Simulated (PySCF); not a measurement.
# Functional dependence of a UV spectrum

Compound: 2-methyl-1-butene, C₅H₁₀.
SMILES: `C=C(C)CC`

Linear-response calculations in the def2-SVPD basis (PySCF; singlets by full response, triplets Tamm–Dancoff, core orbitals frozen in the response; HF means time-dependent Hartree–Fock). 'Strongest' is the level of largest summed f among the singlets computed (10 roots, of which the last may lack a degenerate partner); it can jump between rows when another state enters that window. S1 is the lowest singlet of each run and needn't be the same state throughout; f(S1) is that of one state. One conformer (not necessarily the lowest) at the PBE0-D3(BJ)/def2-SVP geometry, without solvent, vibrations or thermal averaging.

```tsv
functional	kind	S1 (eV)	f(S1)	strongest (eV)	T1 (eV)	HOMO (eV)	gap (eV)	ionisation energy, ΔSCF (eV)
LDA	LDA	6.08	0.023	6.78	4.61	-6.09	5.30	9.33
PBE	GGA	6.02	0.022	6.76	4.37	-5.95	5.35	9.10
B3LYP	global hybrid, 20% exact exchange	6.39	0.030	6.99	4.34	-6.84	6.97	9.18
PBE0	global hybrid, 25% exact exchange	6.65	0.040	7.13	4.26	-7.05	7.44	9.12
BHandHLYP	global hybrid, 50% exact exchange	6.90	0.065	7.24	4.20	-8.01	9.15	8.99
CAM-B3LYP	range-separated hybrid	6.84	0.055	7.18	4.30	-8.37	9.65	9.22
wB97X-D	range-separated hybrid	7.07	0.144	7.25	4.42	-8.89	11.06	9.16
LC-wPBE	range-separated hybrid	7.34	0.428	7.34	4.16	-9.75	12.14	9.25
```

**Question.** What does HF (Hartree–Fock) give?

**Answer.** S1 (eV) 7.30, f(S1) 0.444, strongest (eV) 7.30, T1 (eV) 3.71, HOMO (eV) -9.44, gap (eV) 12.11, ionisation energy, ΔSCF (eV) not settled. S1 runs from 6.02 eV (PBE) to 7.34 eV (LC-wPBE), a spread of 1.32 eV, while the orbital gap spreads over 6.8 eV. Along PBE (0%), B3LYP (20%), PBE0 (25%), BHandHLYP (50%), HF (100%) S1 rises with the share of exact exchange. −ε(HOMO) comes closest to its own ΔSCF ionisation energy with wB97X-D (-0.27 eV) and misses most with LDA (-3.24 eV). 'Not settled' means that the ion's SCF failed to converge or may have ended in another state than the lowest.
